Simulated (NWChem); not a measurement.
# CF3 (trifluoromethyl radical) at UPBE/6-311+G(d,p)

Aim: the vertical ionisation energy of CF3 (trifluoromethyl radical) at UPBE/6-311+G**, from 2 runs. 

The calculation is run with NWChem 7.3.0.

## 1. The molecule

The species is CF3 (4 atoms), meant as a doublet with charge 0. As SMILES, `F[C](F)F`. Geometry: relaxed at PBE0-D4/def2-TZVP.

Bond lengths: F1–C2 1.313 Å, C2–F3 1.313 Å, C2–F4 1.313 Å. Angles: F1–C2–F3 111.4°, F1–C2–F4 111.4°, F3–C2–F4 111.4°.

## 2. A single-point energy at UPBE/6-311+G(d,p)

struct.nw

```
start struct
memory total 2200 mb
charge 0

geometry units au noautosym nocenter noautoz
  F   -2.31963882   0.04705418   0.50153331
  C   -0.07464418  -0.11243870  -0.54178448
  F    1.24514054  -1.97457483   0.42953475
  F    1.14914246   2.03995935  -0.38909461
end

basis spherical bse
  * library 6-311+G**
end

dft
  xc xpbe96 cpbe96
  mult 2
  grid coarse
  convergence energy 1e-08
  maxiter 100
  mulliken
  print low
end

task dft energy
```

On the command line:

```bash
$ nwchem struct.nw > struct.out
```

Output:

```text
[...]
 d= 0,ls=0.0,diis     1   -337.1719463520 -4.62D+02  1.12D-02  5.26D-01     0.6
[...]
 d= 0,ls=0.0,diis    10   -337.3513327578 -1.09D-09  2.39D-07  5.48D-10     4.3
[...]
         Total DFT energy =     -337.351332757803
      One electron energy =     -715.488976290506
           Coulomb energy =      289.997391666671
    Exchange-Corr. energy =      -36.455774696522
 Nuclear repulsion energy =      124.596026562554
[...]
      Total Density - Mulliken Population Analysis
     ---------------------------------------------
    Atom       Charge   Shell Charges
 -----------   ------   -------------------------------------------------------
    1 F    9     9.06   1.08  0.92  1.18  1.10  2.34  0.85  1.57 -0.05  0.07  0.01
    2 C    6     5.83   1.10  0.88  0.57  0.80  1.37  0.35  0.37  0.07  0.06  0.27
    3 F    9     9.06   1.08  0.92  1.18  1.10  2.34  0.85  1.57 -0.05  0.07  0.01
    4 F    9     9.06   1.08  0.92  1.18  1.10  2.34  0.85  1.57 -0.05  0.07  0.01
[...]
      <S2> =      0.7513 (Exact =     0.7500)
[...]
```

It took 5.1 s on 1 thread of AMD EPYC 9R45 (Zen 5), shared host; peak memory 0.11 GiB.

## 3. The singlet cation, same level

nw.nw

```
START nw
TITLE "CF3"
memory stack 880 mb heap 220 mb global 1100 mb
charge 1
GEOMETRY units angstroms noautosym nocenter noautoz
   F       -1.227500       0.024900       0.265400
   C       -0.039500      -0.059500      -0.286700
   F        0.658900      -1.044900       0.227300
   F        0.608100       1.079500      -0.205900
END
BASIS spherical bse
   * library 6-311+G**
END
DFT
   xc xpbe96 cpbe96
   grid coarse
   convergence energy 1e-08
   iterations 100
   mulliken
   print low
END
TASK dft energy
```

On the command line:

```bash
$ nwchem nw.nw > nw.out
```

Output:

```text
[...]
 d= 0,ls=0.0,diis     1   -336.5588769870 -4.61D+02  2.92D-02  3.92D+00     0.5
[...]
 d= 0,ls=0.5,diis    17   -336.9561446402 -3.79D-09  5.40D-07  4.20D-09     5.9
         Total DFT energy =     -336.956144641567
      One electron energy =     -704.395393600402
           Coulomb energy =      278.830759082221
    Exchange-Corr. energy =      -35.987545681051
 Nuclear repulsion energy =      124.596035557666
[...]
      Total Density - Mulliken Population Analysis
     ---------------------------------------------
    Atom       Charge   Shell Charges
 -----------   ------   -------------------------------------------------------
    1 F    9     8.83   1.08  0.92  1.16  1.13  2.30  0.85  1.45 -0.05  0.00  0.01
    2 C    6     5.50   1.10  0.88  0.53  0.82  1.34  0.17  0.32  0.01  0.05  0.27
    3 F    9     8.83   1.08  0.92  1.16  1.13  2.30  0.85  1.45 -0.05  0.00  0.01
    4 F    9     8.83   1.08  0.92  1.16  1.13  2.30  0.85  1.45 -0.05  0.00  0.01
[...]
```

It took 6.9 s on 1 thread of AMD EPYC 9R45 (Zen 5), shared host; peak memory 0.11 GiB.

## 4. Outcome

At UPBE/6-311+G**:

| quantity | value |
| --- | --- |
| doublet CF3: total energy | -337.35133 Eh |
| doublet CF3: ⟨S²⟩ | 0.751 |
| singlet cation: total energy | -336.95614 Eh |
| vertical ionisation energy (to the singlet cation) | 10.754 eV |

**Reading.** The vertical ionisation energy comes to 10.75 eV (248 kcal/mol). Only the singlet of the ionised species was computed; a triplet could lie lower. Mulliken charges (singlet cation) run from +0.17 on F1 to +0.50 on C2; in a basis this large or diffuse they mean little.
